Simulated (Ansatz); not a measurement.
```yaml
crystal:
  periodic: [false, false, false]
  atoms:
    - {symbol: C, position_ang: [0.000000, 0.000000, -1.835091]}
    - {symbol: Si, position_ang: [0.000000, 0.000000, -0.079180]}
    - {symbol: S, position_ang: [0.000000, 0.000000, 1.914271]}
basis:
  gaussian: {orbitals: def2-TZVP}
hamiltonian: {xc: pbe0}
relax: {f_tol: 0.004, max_steps: 80}
```

```sh
$ ansatz run in.yaml --threads 1 --pin off --events-out ev --progress --plain --max-ram 2176MiB
```

Steps of the relaxation (energy above the last step; positions in Å, forces in eV/Å):

```
3
step 1, 76.2 meV
C     0.000    0.000   -1.835    0.000    0.000   -1.255
Si    0.000    0.000   -0.079    0.000    0.000    2.683
S     0.000    0.000    1.914    0.000    0.000   -1.428
```

```
3
step 2, 12.1 meV
C     0.000    0.000   -1.829    0.000    0.000   -0.699
Si    0.000    0.000   -0.048    0.000    0.000    0.352
S     0.000    0.000    1.877    0.000    0.000    0.347
```

```
3
step 3, 0.1 meV
C     0.000    0.000   -1.850    0.000    0.000   -0.067
Si    0.000    0.000   -0.043    0.000    0.000    0.063
S     0.000    0.000    1.893    0.000    0.000    0.004
```

```
3
step 4, 0.0 meV
C     0.000    0.000   -1.852    0.000    0.000    0.001
Si    0.000    0.000   -0.042    0.000    0.000   -0.004
S     0.000    0.000    1.894    0.000    0.000    0.003
```

```
3
step 5, 0.0 meV
C     0.000    0.000   -1.852    0.000    0.000    0.000
Si    0.000    0.000   -0.042    0.000    0.000    0.002
S     0.000    0.000    1.894    0.000    0.000   -0.002
```

Close pairs at the end: C1–Si2 1.811 Å, Si2–S3 1.936 Å.

A stationary point of restricted PBE0 after 5 steps (its stability towards spin polarisation wasn't tested); no frequencies were run, so it isn't proven a minimum. 14 s on 1 thread of Arm Neoverse V1, shared host.
